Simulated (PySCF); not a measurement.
Stick spectrum of a doublet radical in fast tumbling, microwave frequency 33.841 GHz, simulated to first order from computed parameters.

```csv
field (mT),relative intensity
1201.60,1
1201.87,3
1202.15,3
1202.43,1
1203.96,3
1204.24,9
1204.52,9
1204.80,3
1205.66,1
1205.94,3
1206.22,3
1206.33,3
1206.50,1
1206.60,9
1206.88,9
1207.16,3
1208.03,3
1208.31,9
1208.58,9
1208.69,1
1208.86,3
1208.97,3
1209.25,3
1209.53,1
1210.39,3
1210.67,9
1210.95,9
1211.23,3
1212.76,1
1213.04,3
1213.31,3
1213.59,1
```

Question: What is g?

Answer: The pattern is symmetric about 1207.59 mT, so g = hν/(μB·B0) = 33841/(13.99624 × 1207.59) = 2.0022, a shift of -0.1 × 10⁻³ from the free-electron value.

Question: Take the pattern apart into splittings.

Answer: The first two lines at either end are about 0.28 mT apart, which is the smallest coupling, and their intensity ratio 1:3 counts the nuclei that share it. In full: a 1:1 doublet of 4.07 mT (114 MHz), from 1 nucleus of spin 1/2; a 1:3:3:1 quartet of 2.37 mT (66 MHz), from 3 nuclei of spin 1/2; a 1:3:3:1 quartet of 0.28 mT (8 MHz), from 3 nuclei of spin 1/2. Check: Σ 2nI·a is the distance from the first to the last line, 12.00 mT.

Question: The radical has the formula C4H7. Propose a structure, and say which nuclei carry the couplings.

Answer: The pattern alone needn't single out one isomer; the structure behind this simulation is `C/C=[C]\C` [radical], numbered [CH3:1]/[C:2]=[CH:3]\[CH3:4] (hydrogens: H5, H6, H7 on C1; H8 on C3; H9, H10, H11 on C4). 4.07 mT: 1H at H8 (2 bonds from C2, on C3 of spin population -0.16; computed sign +); 2.37 mT: 1H at H5/H6/H7 (2 bonds from C2; computed sign +); 0.28 mT: 1H at H9/H10/H11 (3 bonds from C2; computed sign −). Largest spin populations (Mulliken): C2 (+1.00), C3 (-0.16), C4 (+0.08) and H5 (+0.07). No atom but C2 exceeds +0.15.

Computed with UKS B3LYP, pcH-1 on C H, non-relativistic, mean-field spin-orbit, GIAO in PySCF 2.14.0. Geometry: GFN2-xTB; no solvent, vibrations or thermal averaging. Couplings are sensitive to structure, and on GFN2-xTB geometries they can be far from those on DFT ones. The SCF solution wasn't tested for stability.

Means are taken over nuclei equivalent by connectivity, which assumes that they swap fast. The three 1H nuclei of mean +66.3 MHz run from 23.9 to 142.9 MHz in the frozen geometry.

Rare isotopes and splittings under 0.04 mT were left out of the simulation.

Hardware: an Intel Xeon at 2.70 GHz with one thread, no GPU, shared host. Cost: 30 s wall (with the writing of density and orbital grids), 0.60 GiB resident at most.
